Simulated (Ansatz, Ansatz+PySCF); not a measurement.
```xyz
7

C     0.0041   -0.0461   -0.8360
C     0.0048    0.6182    0.5376
C    -0.0233   -0.6352    0.5402
H     0.9177   -0.0452   -1.4851
H    -0.9363    0.0011   -1.5106
H    -0.0119    1.5460    1.0202
H     0.0123   -1.5700    0.9971
```

RHF on singlet C₃H₄ was run in several spherical basis sets with Ansatz (development build ahead of 0.2.0).

(1) Rank the basis sets by the total energy that they give, lowest first, with the distance from the lowest.
A. 6-31G
B. cc-pVTZ
C. def2-SVP
D. def2-TZVP
E. cc-pVDZ
F. 6-31G(d)
G. STO-3G

## Answers

(1) D (0.00 eV), B (0.06 eV), E (0.97 eV), F (1.25 eV), A (2.80 eV), C (3.47 eV), G (40.00 eV).

Totals follow the description of the cores as much as that of the bonds, so this order isn't one of quality for chemistry.
